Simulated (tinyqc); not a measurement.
Inside a calculation. Method: Pariser-Parr-Pople SCF with singles CI, for the molecule Nc1cc[nH]c1 (SMILES; centres numbered as the heavy atoms are written). Computed by tinyqc, a small Python program that keeps every step. Settings: charge = 0, gamma = Ohno, start = huckel, damping = 0.3, iteration cap = 51, excitations kept = 6. Command: `OMP_NUM_THREADS=1 python tinyqc.py 20126 20127 out.jsonl` (the two numbers bound the seeds that draw the settings). One thread of a shared host (Intel(R) Xeon(R) Processor @ 2.60GHz), about 0.02 s of CPU time with the checks. Later iterations appear only in the table of the cycle.

## PPP integrals

Centres (angstrom, eV; a flat drawing with bonds scaled to 1.40 angstrom):
```
centre          x          y  core charge z          W   gamma_rr
1N       2.159000   0.000000              2  27.040000  16.400000
2C       0.759000   0.000000              1  10.940000  10.420000
3C      -0.064000   1.133000              1  10.940000  10.420000
4C      -1.395000   0.700000              1  10.940000  10.420000
5N      -1.395000  -0.700000              2  27.040000  16.400000
6C      -0.064000  -1.133000              1  10.940000  10.420000
```

Resonance integrals (eV):
```
i  j       beta
1  2  -2.220000
2  3  -2.390000
3  4  -2.390000
4  5  -2.220000
5  6  -2.220000
6  2  -2.390000
```

Ohno: gamma = 14.399645/sqrt(R^2 + a^2), a = 2 x 14.399645/(gamma_rr + gamma_ss); H_rr = -W_r - sum_(s != r) z_s gamma_rs; H_rs = beta for bonds.

repulsion gamma_rs (eV), lower triangle:
```
           1N         2C         3C         4C         5N         6C
1N  16.400000
2C   8.161296  10.420000
3C   5.301135   7.319060  10.420000
4C   3.811356   5.427290   7.320921  10.420000
5N   3.863419   5.744821   5.744029   8.161296  16.400000
6C   5.301135   7.319060   5.425349   5.426622   8.162542  10.420000
```

core matrix H (eV), lower triangle:
```
            1N          2C          3C          4C          5N          6C
1N  -57.341759
2C   -2.220000  -58.817645
3C    0.000000   -2.390000  -53.095657
4C    0.000000    0.000000   -2.390000  -53.060138
5N    0.000000    0.000000    0.000000   -2.220000  -62.579525
6C    0.000000   -2.390000    0.000000    0.000000   -2.220000  -56.038383
```

## Starting guess

pi electrons, sum of z_r less the charge = 8

Orbitals of the Hueckel matrix of the beta values.

P at the start, lower triangle:
```
           1N         2C         3C         4C        5N        6C
1N   1.771594
2C   0.447585   1.122655
3C  -0.293420   0.583939   1.310968
4C   0.094819  -0.199614   0.603173   1.218188
5N   0.116276  -0.214542  -0.314784   0.667640  1.250488
6C  -0.309361   0.598135  -0.115378  -0.306590  0.576954  1.326107
```

## Iteration 1: Fock matrix

F_rr = H_rr + P_rr gamma_rr / 2 + sum_(s != r) P_ss gamma_rs; F_rs = H_rs - P_rs gamma_rs / 2; E = tr P (H + F) / 2 + core repulsion sum_(r<s) z_r z_s gamma_rs.

F (eV), lower triangle:
```
            1N         2C         3C         4C          5N         6C
1N  -10.198772
2C   -4.046435  -5.413908
3C    0.777730  -4.526942  -5.361586
4C   -0.180694   0.541681  -4.597890  -6.868851
5N   -0.224611   0.616252   0.904065  -4.944403  -10.735028
6C    0.819981  -4.578893   0.312983   0.831873   -4.574704  -7.590865
```

pi energy = -129.535942 eV

## Iteration 1: orbitals and new P

Diagonalise F (the basis is taken as orthonormal) and form P = 2 sum c c over the lowest orbitals; 0.3 of the old P is kept.

orbital energies (eV): -16.204849  -13.094621  -10.568937  -9.236195  0.303870  2.631721

P after iteration 1, lower triangle:
```
           1N         2C         3C         4C        5N        6C
1N   1.815743
2C   0.414062   1.059068
3C  -0.251521   0.592367   1.206702
4C   0.044503  -0.126746   0.658180   1.182249
5N   0.113504  -0.234144  -0.312096   0.609547  1.417878
6C  -0.285642   0.630975  -0.069844  -0.368374  0.523318  1.318360
```

## Iteration 2: Fock matrix

As before.

F (eV), lower triangle:
```
            1N         2C         3C         4C          5N         6C
1N  -10.439777
2C   -3.909642  -5.438142
3C    0.666675  -4.557783  -5.479812
4C   -0.084808   0.343943  -4.799241  -6.672172
5N   -0.219256   0.672557   0.896344  -4.707346  -10.512610
6C    0.757113  -4.699073   0.189465   0.999513   -4.355802  -7.256960
```

pi energy = -130.084198 eV

## Iteration 2: orbitals and new P

As before.

orbital energies (eV): -15.806364  -13.103332  -10.625573  -9.319602  0.553916  2.501481

P after iteration 2, lower triangle:
```
           1N         2C         3C         4C        5N        6C
1N   1.842077
2C   0.388621   1.034716
3C  -0.225476   0.591311   1.162426
4C   0.024026  -0.099353   0.686640   1.163856
5N   0.109493  -0.241386  -0.307915   0.579145  1.492969
6C  -0.272637   0.653713  -0.054473  -0.389551  0.498943  1.303957
```

## Iteration 3: Fock matrix

As before.

F (eV), lower triangle:
```
            1N         2C         3C         4C          5N         6C
1N  -10.513648
2C   -3.805824  -5.448015
3C    0.597640  -4.553918  -5.530601
4C   -0.045785   0.269609  -4.903419  -6.589265
5N   -0.211508   0.693359   0.884337  -4.583285  -10.457027
6C    0.722644  -4.782282   0.147768   1.056974   -4.256320  -7.097732
```

pi energy = -130.306634 eV

## Iteration 3: orbitals and new P

As before.

orbital energies (eV): -15.667308  -13.057852  -10.663257  -9.337368  0.640797  2.448699

P after iteration 3, lower triangle:
```
           1N         2C         3C         4C        5N        6C
1N   1.857443
2C   0.371311   1.026285
3C  -0.209282   0.587414   1.142911
4C   0.015331  -0.089533   0.702790   1.153730
5N   0.106454  -0.244187  -0.304562   0.562210  1.528959
6C  -0.265538   0.669055  -0.049794  -0.395643  0.487224  1.290672
```

## Convergence

Stop when output and input P, before any damping, agree to 1e-7.

Course of the cycle:
```
iteration         E (eV)  largest |P(out) - P(in)|
1          -129.53594237                  2.39e-01
2          -130.08419766                  1.07e-01
3          -130.30663359                  5.14e-02
4          -130.39187707                  2.65e-02
5          -130.42426916                  1.46e-02
6          -130.43673423                  8.55e-03
7          -130.44164319                  5.24e-03
8          -130.44363165                  3.39e-03
9          -130.44446131                  2.28e-03
10         -130.44481745                  1.54e-03
11         -130.44497429                  1.04e-03
...                  ...                       ...
27         -130.44510563                  3.05e-06
28         -130.44510563                  2.12e-06
29         -130.44510563                  1.48e-06
30         -130.44510563                  1.03e-06
31         -130.44510563                  7.18e-07
32         -130.44510563                  5.00e-07
33         -130.44510563                  3.48e-07
34         -130.44510563                  2.42e-07
35         -130.44510563                  1.69e-07
36         -130.44510563                  1.17e-07
37         -130.44510563                  8.18e-08
```

Converged in 37 iterations.

## Converged orbitals

Charges are z - P_rr.

orbital energies (eV): -15.558103  -12.928339  -10.715928  -9.323248  0.689155  2.408719

coefficients:
```
         MO1        MO2        MO3        MO4        MO5        MO6
1N  0.198990   0.663936  -0.147864   0.661396   0.106955  -0.221008
2C  0.365573   0.503055  -0.001132  -0.357212  -0.256704   0.647914
3C  0.302716   0.164690   0.613787  -0.255946  -0.335209  -0.571518
4C  0.409213  -0.221118   0.549126   0.226795   0.584509   0.298372
5N  0.616386  -0.477678  -0.291918   0.306304  -0.461278   0.008701
6C  0.433285   0.043955  -0.463299  -0.473485   0.505836  -0.340041
```

pi charges: 1N 0.120568, 2C -0.028620, 3C -0.122004, 4C -0.138646, 5N 0.425706, 6C -0.257004

## Singles CI, singlets

Over the 6 single excitations with the smallest orbital gaps: A = (e_a - e_i) delta + 2 (ia|jb) - (ij|ab), with (pq|rs) = sum c_mp c_mq gamma_mn c_nr c_ns. f = 2/3 w |mu|^2 in atomic units, mu = sqrt2 sum c_ia sum_m c_mi c_ma R_m.

singlet CI matrix (eV), lower triangle:
```
           4>5        3>5       4>6        3>6       2>5       2>6
4>5   5.321017
3>5  -0.228220   5.986276
4>6   0.036400   0.651369  6.194770
3>6  -0.664415   0.001981  0.129894   7.334423
2>5   0.284601   0.003342  0.398287   0.494693  8.288011
2>6   0.123559  -0.493688  0.043640  -0.054307  0.329217  9.045124
```

singlet excitation energies (eV): 4.981429  5.441900  6.654493  7.353458  8.482284  9.256058

oscillator strengths: 0.171525  0.030236  0.855012  0.307423  0.407187  0.118037

## Singles CI, triplets

Over the 6 single excitations with the smallest orbital gaps: A = (e_a - e_i) delta - (ij|ab), with (pq|rs) = sum c_mp c_mq gamma_mn c_nr c_ns.

triplet CI matrix (eV), lower triangle:
```
           4>5        3>5       4>6        3>6       2>5       2>6
4>5   3.675698
3>5  -0.227584   3.949488
4>6   0.679269   0.159237  4.670603
3>6   0.159237  -0.472415  0.192809   6.039086
2>5   1.287749  -0.419204  0.361989  -0.068326  7.103961
2>6   0.361989  -0.068326  0.191644  -0.067321  0.567373  8.194305
```

triplet excitation energies (eV): 3.034333  3.758159  4.779644  6.159990  7.225796  8.675218
